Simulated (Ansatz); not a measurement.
An input meant for the cluster Li2S (charge 0, singlet; atoms displaced at random, 0.15 Å in each coordinate).

```yaml
crystal:
  periodic: [false, false, false]
  atoms:
    - {symbol: Li, position_ang: [1.285879, -1.431377, -0.327566]}
    - {symbol: Li, position_ang: [-1.056075, 1.209395, 1.068027]}
    - {symbol: S, position_ang: [-0.110788, 0.079513, -0.331587]}
basis:
  gaussian: {orbitals: def2-SVPD, final_grid: {core_spheres: 1, valence_spheres: 1, degree: 3}}
hamiltonian: {xc: {name: r2SCAN}}
scf: {lower_state_search: off}
```

```sh
$ ansatz run in.yaml --threads 4 --pin off --events-out ev --progress --plain --max-ram 3916MiB
```

It prints (some lines left out):

```
Functional definition: r2SCAN
568 factors; their error is unknown
mean field evaluation 1: about -11237.1638 eV, gradient 3.7e1 eV
mean field evaluation 2: about -11179.2177 eV, gradient 1.0e2 eV
mean field evaluation 4: about -11242.0110 eV, gradient 4.6e0 eV
mean field evaluation 8: about -11236.5179 eV, gradient 1.8e1 eV
mean field evaluation 16: about -11237.6577 eV, gradient 4.1e0 eV
mean field -11301.82439291 eV, -415.3343857877 hartree, gradient 4.5e-6 eV, S^2 0.000000; 0 other end points of the search recorded, 0 dependent functions left out
reference -11301.82443075 eV, -415.3343871781 hartree; 11, 11 occupied and 40, 40 virtual orbitals, 568 factors
Total energy: -11301.82443075 eV, -415.3343871781 hartree
Checks for a lower state left out: stability, starts, cluster_reference, orbital_swaps, neighbouring_geometries, increment
```

Task: Something in this input is off. What?

Result: The integration grid is far too coarse. Self-consistency was reached. The result belongs to that input, not to the species as meant.
